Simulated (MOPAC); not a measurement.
MOPAC input (AM1):

```
AM1 PRECISE GNORM=0.05 LET XYZ CHARGE=1 GEO-OK AUX(PRECISION=9) THREADS=1
CH3O2

O    -1.05124578 1   -0.53895713 1   -0.04517009 1
C     0.22159526 1    0.58565329 1    0.00865797 1
O     1.25638181 1    0.13571604 1    0.12856953 1
H    -0.77813459 1   -1.47076695 1   -0.15085754 1
H    -0.30730441 1    1.53440276 1   -0.05254589 1
H    -1.88522068 1   -0.35162684 1   -0.51573992 1
```

Output:

```
 *******************************************************************************
 **                                                                           **
 **                              MOPAC v23.2.5                                **
 **                                                                           **
 *******************************************************************************
 ** MOPAC's Digital Object Identifier: https://doi.org/10.5281/zenodo.6511958 **
 **                                                                           **
 ** Please cite the open-source release paper for use of this MOPAC version:  **
 ** J. E. Moussa and J. J. P. Stewart (2026)                                  **
 ** MOPAC: An open-source semiempirical molecular orbital program             **
 ** J. Open Source Softw., 11(119), 8025, https://doi.org/10.21105/joss.08025 **
 *******************************************************************************

                              AM1 CALCULATION RESULTS

 *******************************************************************************
 *  AM1        - The AM1 Hamiltonian to be used
 *  GEO-OK     - OVERRIDE INTERATOMIC DISTANCE AND OTHER SAFETY CHECKS
 *
 *
 *
 *                 CHARGE ON SYSTEM = +1
 *
 *
 *
 *  LET        - OVERRIDE SOME SAFETY CHECKS
 *  PRECISE    - TIGHTER CRITERIA TO BE USED
 *  XYZ        - CARTESIAN COORDINATE SYSTEM TO BE USED
 *  GNORM      - EXIT WHEN GRADIENT NORM DROPS BELOW 0.050
 *  AUX        - OUTPUT AUXILIARY INFORMATION
 *******************************************************************************
AM1 PRECISE GNORM=0.05 LET XYZ CHARGE=1 GEO-OK AUX(PRECISION=9) THREADS=1
 CH3O2

   ATOM   CHEMICAL          X               Y               Z
  NUMBER   SYMBOL      (ANGSTROMS)     (ANGSTROMS)     (ANGSTROMS)

     1       O         -1.05124578  *  -0.53895713  *  -0.04517009  *
     2       C          0.22159526  *   0.58565329  *   0.00865797  *
     3       O          1.25638181  *   0.13571604  *   0.12856953  *
     4       H         -0.77813459  *  -1.47076695  *  -0.15085754  *
     5       H         -0.30730441  *   1.53440276  *  -0.05254589  *
     6       H         -1.88522068  *  -0.35162684  *  -0.51573992  *

          CARTESIAN COORDINATES

    NO.       ATOM           X           Y           Z

     1         O         -1.0512     -0.5390     -0.0452
     2         C          0.2216      0.5857      0.0087
     3         O          1.2564      0.1357      0.1286
     4         H         -0.7781     -1.4708     -0.1509
     5         H         -0.3073      1.5344     -0.0525
     6         H         -1.8852     -0.3516     -0.5157

  H: (AM1): M.J.S. DEWAR ET AL, J. AM. CHEM. SOC. 107 3902-3909 (1985)
  C: (AM1): M.J.S. DEWAR ET AL, J. AM. CHEM. SOC. 107 3902-3909 (1985)
  O: (AM1): M.J.S. DEWAR ET AL, J. AM. CHEM. SOC. 107 3902-3909 (1985)

           Empirical Formula: C H3 O2  =     6 atoms

      MOLECULAR POINT GROUP   :   C1

      RHF CALCULATION, NO. OF DOUBLY OCCUPIED LEVELS = 9

          Geometry optimization using EF

          DIAGONAL MATRIX USED AS START HESSIAN

 CYCLE:     1  GRAD.:   186.573 HEAT:  117.2232
 CYCLE:     2  GRAD.:   606.995 HEAT:  171.7312
 CYCLE:     3  GRAD.:   191.740 HEAT:  119.0470
 CYCLE:     4  GRAD.:  1245.300 HEAT:  209.8510
 CYCLE:     5  GRAD.:   115.648 HEAT:  115.0825
 CYCLE:     6  GRAD.:   255.328 HEAT:  126.6060
 CYCLE:     7  GRAD.:   241.089 HEAT:  135.9601
 CYCLE:     8  GRAD.:   199.938 HEAT:  119.7266
 CYCLE:     9  GRAD.:   197.843 HEAT:  123.0542
 CYCLE:    10  GRAD.:   561.520 HEAT:  160.5915
 CYCLE:    11  GRAD.:   170.602 HEAT:  123.7769
 CYCLE:    12  GRAD.:   156.463 HEAT:  119.9829
 CYCLE:    13  GRAD.:    30.496 HEAT:  110.1568
 CYCLE:    14  GRAD.:    29.686 HEAT:  109.3771
 CYCLE:    15  GRAD.:    20.664 HEAT:  108.7517
 CYCLE:    16  GRAD.:    17.912 HEAT:  108.5687
 CYCLE:    17  GRAD.:    10.093 HEAT:  108.4930
 CYCLE:    18  GRAD.:     3.257 HEAT:  108.3984
 CYCLE:    19  GRAD.:     1.928 HEAT:  108.3764
 CYCLE:    20  GRAD.:     2.421 HEAT:  108.3549
 CYCLE:    21  GRAD.:     3.555 HEAT:  108.3337
 CYCLE:    22  GRAD.:     4.061 HEAT:  108.3131
 CYCLE:    23  GRAD.:     4.430 HEAT:  108.2773
 CYCLE:    24  GRAD.:     2.621 HEAT:  108.2641
 CYCLE:    25  GRAD.:     0.811 HEAT:  108.2577
 CYCLE:    26  GRAD.:     0.584 HEAT:  108.2563
 CYCLE:    27  GRAD.:     0.374 HEAT:  108.2559
 CYCLE:    28  GRAD.:     0.119 HEAT:  108.2558
 CYCLE:    29  GRAD.:     0.038 HEAT:  108.2558

     GRADIENT =  0.03776 IS LESS THAN CUTOFF =  0.05000

 -------------------------------------------------------------------------------
 AM1 PRECISE GNORM=0.05 LET XYZ CHARGE=1 GEO-OK AUX(PRECISION=9) THREADS=1
 CH3O2

     GEOMETRY OPTIMISED USING EIGENVECTOR FOLLOWING (EF).
     SCF FIELD WAS ACHIEVED

                              AM1 CALCULATION
                                                       MOPAC v23.2.5 Linux

          FINAL HEAT OF FORMATION =        108.25576 KCAL/MOL =     452.94208 KJ/MOL

          COSMO AREA              =         76.03 SQUARE ANGSTROMS
          COSMO VOLUME            =         56.85 CUBIC ANGSTROMS

          GRADIENT NORM           =          0.03776          =       0.01542 PER ATOM
          IONIZATION POTENTIAL    =         19.563347 EV
          HOMO LUMO ENERGIES (EV) =        -19.563 -6.132
          NO. OF FILLED LEVELS    =          9
          MOLECULAR WEIGHT        =         47.0335         POINT GROUP:  C1

          MOLECULAR DIMENSIONS (Angstroms)

            Atom       Atom       Distance
            H     5    H     4     2.99973
            H     6    O     3     2.88701
            O     3    O     1     0.49323

          SCF CALCULATIONS        =         30

   ATOM   CHEMICAL          X               Y               Z
  NUMBER   SYMBOL      (ANGSTROMS)     (ANGSTROMS)     (ANGSTROMS)

     1       O         -0.97072805  *  -0.46707103  *  -0.01401058  *
     2       C          0.13853737  *   0.60724198  *   0.02449432  *
     3       O          1.17175663  *   0.02253082  *   0.06851654  *
     4       H         -0.63961458  *  -1.40396529  *   0.00198239  *
     5       H         -0.37142467  *   1.58324214  *   0.05734993  *
     6       H         -1.65653297  *  -0.37724909  *  -0.71802609  *

                             CARTESIAN COORDINATES

   1    O       -0.970728050    -0.467071026    -0.014010579
   2    C        0.138537368     0.607241984     0.024494317
   3    O        1.171756633     0.022530819     0.068516545
   4    H       -0.639614582    -1.403965288     0.001982389
   5    H       -0.371424675     1.583242139     0.057349926
   6    H       -1.656532968    -0.377249086    -0.718026093

           Empirical Formula: C H3 O2  =     6 atoms

      MOLECULAR POINT GROUP   :   C1

                  EIGENVALUES
 -48.12116 -44.97538 -31.64261 -27.20563 -25.70003 -23.79334 -22.71648 -21.26737
 -19.56335  -6.13217  -5.96935  -3.70791  -2.38248  -1.82444  -0.74774

              NET ATOMIC CHARGES AND DIPOLE CONTRIBUTIONS

  ATOM NO.   TYPE          CHARGE      No. of ELECS.   s-Pop       p-Pop
    1          O          -0.280125        6.2801     1.79138     4.48874
    2          C           0.348005        3.6520     1.33201     2.31999
    3          O          -0.065280        6.0653     1.90556     4.15972
    4          H           0.343777        0.6562     0.65622
    5          H           0.309630        0.6904     0.69037
    6          H           0.343992        0.6560     0.65601
 DIPOLE           X         Y         Z       TOTAL
 POINT-CHG.    -3.399     1.051    -1.111     3.727
 HYBRID        -0.327    -0.471    -0.437     0.721
 SUM           -3.726     0.580    -1.548     4.076

          ATOMIC ORBITAL ELECTRON POPULATIONS

     Atom    s        px        py        pz
    1  O   1.79138   1.49513   1.33519   1.65843
    2  C   1.33201   0.78821   0.84278   0.68900
    3  O   1.90556   1.25801   1.55828   1.34343
    4  H   0.65622
    5  H   0.69037
    6  H   0.65601

 **********************
 *                    *
 * JOB ENDED NORMALLY *
 *                    *
 **********************

 == MOPAC DONE ==
```

The dipole moment of an ion depends on the origin.

The geometry given is a B3LYP-D3(BJ)/def2-TZVP minimum.
